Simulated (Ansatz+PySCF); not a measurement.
Two shapes of doublet C₂H₄NO.

Shape 1:

```xyz
8

H     2.1592   -0.0080    0.0226
C     1.2474   -0.5872    0.0016
C     0.0304    0.1182   -0.0004
N    -1.1142   -0.6496   -0.0384
H    -1.9901   -0.1660    0.0809
H     1.3022   -1.6691   -0.0272
H    -1.0931   -1.6374    0.1507
O    -0.0111    1.3439    0.0043
```

Shape 2:

```xyz
8

H     2.1754   -0.0174    0.0226
C     1.2636   -0.5966    0.0017
C     0.0206    0.1239   -0.0004
N    -1.1239   -0.6440   -0.0384
H    -1.9998   -0.1604    0.0809
H     1.3185   -1.6785   -0.0272
H    -1.1029   -1.6318    0.1507
O    -0.0208    1.3495    0.0043
```

Basis set: cc-pVTZ (spherical functions). Correlated methods keep 4 orbitals frozen. Correlation on ROHF uses semicanonical orbitals with singles. Charge 0, multiplicity 2.

Computed with Ansatz (development build ahead of 0.2.0) and PySCF 2.14.0; each method stands on the lowest determinant of its kind that the runs found.

Question: Which shape is lower in energy, and by how much in each method?

Answer:

| method | E(2) − E(1) (eV) |
| --- | --- |
| ROHF | -0.048 |
| UHF | -0.037 |
| ROHF-MP2 | -0.039 |
| UHF-MP2 | -0.053 |

Shape 2 is lower.
